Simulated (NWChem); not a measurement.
**Total energies of ozone (O$_{3}$)**

SMILES: O=[O+][O-]
```xyz
3

O     -1.0607     0.0000    -0.2102
O      0.0000     0.0000     0.4204
O      1.0607     0.0000    -0.2102
```
Charge 0, spin multiplicity 1.

The numbers come from NWChem runs, not from measurements. The geometry was optimised at PBE0/def2-SVP, a minimum by its harmonic frequencies.

Basis set: 6-31G* (42 functions).

```tsv
method	total energy (Ha)
RHF	-224.25510
MP2	-224.85067
B2PLYP	-225.22232
PBE	-225.20945
B3LYP	-225.39906
BHandHLYP	-225.26125
CCSD(T)	-224.86024
```

Total energies of different functionals aren't comparable as a measure of quality: only differences taken within one method are. 

The correlated methods keep 3 core orbitals frozen. B3LYP has NWChem's definition, with VWN1-RPA local correlation. The Pople sets run with spherical d functions. The species is likely to have several important configurations. Coupled-cluster values serve here as a point of comparison, not as the truth.
